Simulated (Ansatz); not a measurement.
# AsH$_{3}$⁺, doublet: reading a ladder of total energies

Geometry: that of the AsH3, singlet, kept fixed.

```xyz
4

As    0.0002    0.0000   -0.0329
H     1.2593    0.0140    0.8215
H    -0.6489    1.0868    0.8116
H    -0.6239   -1.1021    0.8106
```

Basis cc-pVTZ; Ansatz 0.2.0. Only valence electrons are correlated (noble-gas cores and the filled d shells of p-block atoms frozen), which leaves 7 electrons in 71 orbitals. Prefix R: restricted or restricted open-shell reference; prefix U: unrestricted. No spin–orbit coupling is included, and no scalar relativity.

Full CI isn't at hand for all of this; UCCSDT(Q) serves as the reference, and is uncertain by the last step of the cluster series or more.

UCCSD has a T1 diagnostic of 0.013 and a largest doubles amplitude of 0.05.

Runs differ by some tens of microhartree through their thresholds and, for an open shell, their frozen cores, so steps under 0.03 kcal/mol mean nothing.

Here the R and U totals at CCSDT(Q) differ by 0.13 kcal/mol, a measure of how far such totals hang on the determinant and its frozen core.

```
    level  total energy (hartree)
      UHF            -2235.627393
     UMP2            -2235.752351
    UCCSD            -2235.778361
 UCCSD(T)            -2235.782644
   UCCSDT            -2235.783464
UCCSDT(Q)            -2235.783576
```

Q: What is the correlation energy at UCCSDT(Q), and what share of it do UMP2 and UCCSDT recover?

A: E(corr) = -2235.783576 − (-2235.627393) = -0.156183 hartree = -4.250 eV. UMP2: -0.124958 / -0.156183 = 80.01 %. UCCSDT: -0.156071 / -0.156183 = 99.93 %.

Q: By how many kcal/mol does UCCSD(T) miss UCCSDT(Q) (1 hartree = 627.509 kcal/mol), and which steps make up the rest?

A: -2235.782644 − (-2235.783576) = 0.000932 hartree = 0.58 kcal/mol. Steps: UCCSDT − UCCSD(T) = -0.51, UCCSDT(Q) − UCCSDT = -0.07 kcal/mol. That is within 1 kcal/mol of the reference in this basis, which itself misses far more of the correlation at the basis-set limit.
